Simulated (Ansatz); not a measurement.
Molecule: BeH, net charge 1, singlet state. SMILES of the parent species: [BeH]
Coordinates optimised at B3LYP-D3(BJ)/def2-TZVP (Ansatz, an electronic-structure program):
```xyz
2

Be     0.0000     0.0000    -0.2644
H      0.0000     0.0000     1.0577
```
Charge +1, spin multiplicity 1.

Parts of the frozen-core correlation energy in 6-31G* (Ansatz, hartree). Frozen orbitals: 1; correlated occupied orbitals by spin: 1 and 1; virtual: 15 and 15. No spin-orbit coupling. Non-relativistic.

| term | value |
|---|---|
| reference (HF) | -14.84952 |
| MP2 opposite-spin | -0.02039 |
| MP2 same-spin | 0.00000 |
| CCSD correlation | -0.02863 |
| (T) | 0.00000 |
| T1 diagnostic | 0.024 |
| largest doubles amplitude | 0.064 |
